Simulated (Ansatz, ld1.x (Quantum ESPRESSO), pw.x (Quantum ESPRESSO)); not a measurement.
**beryllium: does the TM potential hold in the solid?**

* Element: beryllium
* Generator: ld1.x (Quantum ESPRESSO) 7.5
* Type: norm-conserving Troullier–Martins (Kleinman–Bylander form)
* Functional: PBEsol
* Relativity: scalar-relativistic
* Frozen core: [He]
* Valence charge: 2
* Reference configuration: 2s1 2p0 (charge +1)
* Partial waves: 2p (bound, empty): rc 2.60 bohr; 2s (bound): rc 1.50 bohr
* Local potential: the s channel
* Core correction: Bessel-smoothed model core, default radius (core density twice the valence density)

Atomic tests: cutoffs needed: 10 Ry and 18 Ry (the cutoffs (Ry, on a coarse ladder) from which the occupation-weighted sum of valence levels, in a spherical-Bessel basis at the reference potential, stays within 10 and 1 mRy of its value at 400 Ry); ghost test: no extra level below or beside the all-electron valence levels (p, s, d, f tested) (spherical-Bessel basis up to 400 Ry, 20 bohr box); largest excitation error: +18 meV (all-electron minus pseudo) for 2s0 2p2, out of 5 test configurations.

Crystal test: sc Be in pw.x 7.5, no spin, 15³ k-points, Fermi–Dirac smearing 0.01 Ry, cutoffs 50/200 Ry. The reference is all-electron LAPW (Ansatz 0.2.0) with the same functional, mesh and smearing; V0 and B0 come from Birch–Murnaghan fits to the pressures at five volumes. Errors are pseudo minus all-electron; Δ is the rms difference of the E(V) curves that follow from these fits, minima aligned, over ±6 % about the mean V0. Mesh and smearing are coarse, so the numbers serve the comparison and aren't converged zero-temperature values; the lattice is a test structure that the element need not adopt.

```csv
V (Å³/atom),P all-electron (GPa),P pseudo (GPa)
9.549,5.22,5.03
9.801,2.90,2.75
10.052,0.82,0.70
10.303,-1.04,-1.14
10.555,-2.73,-2.80
```

All-electron: a0 = 2.166 Å (V0 = 10.16 Å³/atom), B0 = 76.1 GPa.

Pseudopotential: mean pressure error (GPa): -0.13; a0 (Å): 2.165; a0 error (%): -0.05; B0 error (%): -0.9; Δ (meV/atom): 0.3. The largest radius (2.60 bohr) exceeds half the bond length (2.04 bohr), so the spheres overlap, which is one possible source of error among others.

**Question.** At the middle volume, how do free energy and pressure move when the wave cutoff is lowered (ecutrho kept at four times it)?

**Answer.**

```tsv
cutoff (Ry)	shift of F (meV/atom)	shift of P (GPa)
22	+12.5	+0.03
30	+5.7	-0.25
40	+0.5	-0.14
```

The run at the middle volume (120 k-points, 5 iterations) took about 1.9 s on one core of a shared host (Neoverse-V1, 32 threads, 247 GiB, load 20).
